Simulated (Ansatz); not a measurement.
Calculated with Ansatz (gas phase, PBE0-D4/def2-TZVP geometries, no zero-point term in ΔE). CBS: def2 TZ/QZ extrapolation, frozen cores. DFT in def2-TZVPP. Open shells (•) are unrestricted, without spin–orbit coupling.

Consider the homolysis of the H–O bond: `BO` → H• + `B[O]`•.

```
              level  ΔE (kJ/mol)
             B97M-V        429.5
       CAM-B3LYP-D4        442.4
 SCS-MP2/def2-QZVPP        492.7
CCSD(T)/cc-pV(Q+d)Z        457.5
```

Task: What does CCSD(T)/CBS give? (Best estimate.)

Result: Ansatz gave: +461.9 kJ/mol. The listed levels differ from it by -32.4, -19.5, 30.8, -4.4 kJ/mol.

Largest T1 diagnostic among the species: 0.040.

From PBE to PBE0 (25 % exact exchange), in def2-TZVPP and without D4, ΔE moves by +15.5 kJ/mol. Leaving LDA and LC-ωPBE aside and taking each functional with its dispersion term where it has one, the values, not all of them listed here, spread over 44.9 kJ/mol, from revPBE-D4 to PBE-QIDH. LDA lies +48.8 kJ/mol from PBE without D4, its usual overbinding.
